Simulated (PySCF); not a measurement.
# How the method moves the HOMO and LUMO of `C#CCO`

C3H4O.
Atom-mapped SMILES: `[CH:1]#[C:2][CH2:3][OH:4]` (hydrogens: H5 on C1; H6, H7 on C3; H8 on O4)

Geometry (PBE0-D3(BJ)/def2-SVP, Å), atoms numbered from 1 in this order:
```xyz
8
C3H4O angstrom
C      1.7647   -0.5006    0.8700
C      0.7327   -0.2544    0.2888
C     -0.5041    0.0247   -0.4344
O     -1.3291    0.8740    0.3158
H      2.6815   -0.7094    1.3895
H     -0.2307    0.4665   -1.4146
H     -0.9949   -0.9457   -0.6547
H     -2.1201    1.0450   -0.2049
```

Basis pcSseg-2 throughout (PySCF), one geometry. One conformer (not necessarily the lowest) at the PBE0-D3(BJ)/def2-SVP geometry, without solvent, vibrations or thermal averaging.

Question: How do the orbital energies, the gap and the dipole change with the method?

Answer: 
```tsv
method	kind	HOMO (eV)	LUMO (eV)	gap (eV)	μ (D)	SCF cycles
BLYP	GGA	-6.21	-0.89	5.32	1.88	15
OPBE	GGA	-6.26	-0.80	5.46	1.86	15
PBE	GGA	-6.30	-0.91	5.39	1.88	15
B97-D	GGA	-6.30	-0.78	5.52	1.88	15
KT2	GGA	-6.38	-0.90	5.47	1.82	16
KT3	GGA	-6.40	-1.01	5.40	1.81	16
BP86	GGA	-6.41	-0.89	5.51	1.89	15
LDA	LDA	-6.42	-1.08	5.35	1.96	15
B97-2	global hybrid	-7.39	-0.02	7.37	1.92	15
B3LYP	global hybrid	-7.44	-0.35	7.09	1.94	13
PBE0	global hybrid	-7.65	-0.03	7.63	1.94	14
mPW1PW91	global hybrid	-7.68	-0.04	7.63	1.94	13
BHandHLYP	global hybrid	-8.81	0.63	9.44	2.00	13
CAM-B3LYP	range-separated hybrid	-9.05	0.75	9.80	1.99	13
wB97X-D	range-separated hybrid	-9.53	1.76	11.29	1.97	13
LC-wPBE	range-separated hybrid	-10.44	1.94	12.38	2.00	13
HF	Hartree–Fock	-10.50	2.37	12.86	2.05	12
```

The HOMO spans 4.29 eV, from BLYP down to HF, and the gap runs from 5.32 eV (BLYP) to 12.86 eV (HF). Over the methods BLYP (0 %), OPBE (0 %), PBE (0 %), B97-D (0 %), KT2 (0 %), KT3 (0 %), BP86 (0 %), LDA (0 %), B97-2 (21 %), B3LYP (20 %), PBE0 (25 %), mPW1PW91 (25 %), BHandHLYP (50 %), HF (100 %), a straight line through the gap against the share of exact exchange rises by 0.76 eV for each 10 % (correlation coefficient 0.997). The dipole ranges from 1.81 D (KT3) to 2.05 D (HF). This basis has no diffuse functions.
